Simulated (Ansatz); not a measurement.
We consider bcc Na, described by r²SCAN (plane waves, PAW; Ansatz, an electronic-structure program).

Numerical settings: plane-wave cutoff 600 eV, 16×16×16 k mesh, Fermi–Dirac smearing 0.1 eV, finite displacements, force constants from a 4×4×4 q mesh, scalar-relativistic PAW data made under PBE.

Computed at the level's own relaxed cell.

Na is modelled in the cubic space group Im-3m (No. 229), the bcc (W type) structure, Pearson symbol cI2. Cell: a = b = c = 4.223 Å, α = β = γ = 90.00°. Na on 2a is coordinated by 8 Na at 3.657 Å and 6 Na at 4.223 Å. (Neighbours: up to the widest gap in distance over summed covalent radii, below 1.35, at either atom.)
(The calculation used a cell of 1 atom; values per cell refer to that cell.)

Harmonic phonon frequencies (cm⁻¹; i marks an imaginary mode):

```json
[
 {"q point": "N", "frequencies": "31 89 135"},
 {"q point": "H", "frequencies": "130 130 130"}
]
```

No imaginary mode appears at these points.
